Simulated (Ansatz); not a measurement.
The input, for Ansatz 0.2.0:

```yaml
crystal:
  periodic: [false, false, false]
  atoms:
    - {symbol: Al, position_ang: [0.000000, 0.000000, 1.677141]}
    - {symbol: As, position_ang: [0.000000, 0.000000, -0.668915]}
    - {symbol: H, position_ang: [0.000000, 1.409286, 2.413008]}
    - {symbol: H, position_ang: [0.000000, -1.409286, 2.413008]}
basis:
  gaussian: {orbitals: cc-pVDZ}
total_charge: 1
magnetization: {spin_polarized: false, initial_magnetization: 1}
correlation: {method: bccd_t, electrons: outside_noble_gas}
```

```sh
$ ansatz run in.yaml --threads 1 --pin off --events-out ev --progress --plain --max-ram 4096MiB --backend cpu
```

Output:

```
595 factors; integrals over basis functions are off by at most 9.3e-4 eV
mean field evaluation 1: about -67399.4929 eV, gradient 9.7e0 eV
mean field evaluation 2: about -67399.4946 eV, gradient 9.7e0 eV
mean field evaluation 4: about -67400.2771 eV, gradient 1.1e0 eV
mean field evaluation 8: about -67400.2887 eV, gradient 4.3e-4 eV
mean field evaluation 16: about -67400.2870 eV, gradient 1.0e-1 eV
mean field evaluation 32: about -67400.2611 eV, gradient 5.1e-1 eV
mean field evaluation 64: about -67391.8796 eV, gradient 1.4e0 eV
mean field evaluation 96: about -67397.9963 eV, gradient 2.9e0 eV
mean field evaluation 128: about -67396.5851 eV, gradient 3.2e-3 eV
mean field evaluation 160: about -67398.0926 eV, gradient 5.1e-4 eV
mean field evaluation 192: about -67396.5851 eV, gradient 5.1e-4 eV
mean field evaluation 224: about -67398.8360 eV, gradient 6.5e-2 eV
mean field evaluation 256: about -67396.5876 eV, gradient 3.9e-2 eV
mean field evaluation 288: about -67399.9433 eV, gradient 6.4e-7 eV
mean field -67400.28873526 eV, -2476.9149254642 hartree, gradient 2.6e-6 eV, S^2 0.750000; 11 other end points of the search recorded, 0 dependent functions left out
mean field evaluation 320: about -67400.3818 eV, gradient 5.6e-3 eV
mean field evaluation 352: about -67400.3818 eV, gradient 7.6e-4 eV
mean field evaluation 384: about -67400.5550 eV, gradient 6.1e-1 eV
mean field evaluation 416: about -67400.6028 eV, gradient 3.6e-1 eV
mean field evaluation 448: about -67400.9204 eV, gradient 1.2e-4 eV
determinant -67400.28873526 eV, -2476.9149254642 hartree, with singles and doubles -67404.65779924 eV, -2477.0754856039 hartree
determinant -67399.94327842 eV, -2476.9022301595 hartree, with singles and doubles -67404.25399288 eV, -2477.0606459940 hartree
determinant -67398.83609703 eV, -2476.8615419940 hartree, with singles and doubles -67403.36331916 eV, -2477.0279143386 hartree
determinant -67398.09255572 eV, -2476.8342173549 hartree, with singles and doubles -67402.61959580 eV, -2477.0005830093 hartree
determinant -67397.02294576 eV, -2476.7949099137 hartree, with singles and doubles -67401.66537473 eV, -2476.9655160315 hartree
determinant -67400.28873526 eV, -2476.9149254642 hartree, with singles and doubles -67404.65898432 eV, -2477.0755291551 hartree
determinant -67399.94327842 eV, -2476.9022301595 hartree, with singles and doubles -67404.25459213 eV, -2477.0606680160 hartree
unrestricted determinant -67400.60409667 eV, -2476.9265147822 hartree, S^2 1.3923
19 core orbitals not correlated: weight in the atoms' cores, before any rotation towards them, 1.000 or more for the frozen orbitals, at most 0.000 for the correlated occupied ones
reference -67400.28873526 eV, -2476.9149254642 hartree; 5, 4 occupied and 31, 32 virtual orbitals, 595 factors
second order -3.27924636 eV of doubles, -0.05839639 eV of singles
cycle   1  -4.36873506 eV  change    1.5e-3 eV  update   8.5e-3
cycle   2  -4.36540470 eV  change    3.3e-3 eV  update   1.7e-3
cycle   3  -4.36403565 eV  change    1.4e-3 eV  update   9.1e-4
cycle   4  -4.36389732 eV  change    1.4e-4 eV  update   4.1e-4
cycle   5  -4.36392916 eV  change   -3.2e-5 eV  update   2.5e-4
cycle   6  -4.36386316 eV  change    6.6e-5 eV  update   1.5e-4
cycle   7  -4.36386354 eV  change   -3.8e-7 eV  update   7.0e-5
cycle   8  -4.36387109 eV  change   -7.6e-6 eV  update   3.1e-5
cycle   9  -4.36387516 eV  change   -4.1e-6 eV  update   1.2e-5
cycle  10  -4.36387481 eV  change    3.5e-7 eV  update   5.1e-6
perturbative correction -0.11271590 eV, -0.0041422330 hartree
Total energy: -67404.76532597 eV, -2477.0794371385 hartree
```

For the same geometry and basis RCCSDTQ lies 44.6 meV lower.

Ran on 1 thread of AMD EPYC 7R13, shared host: 14 s wall, 0.2 GiB peak host memory.
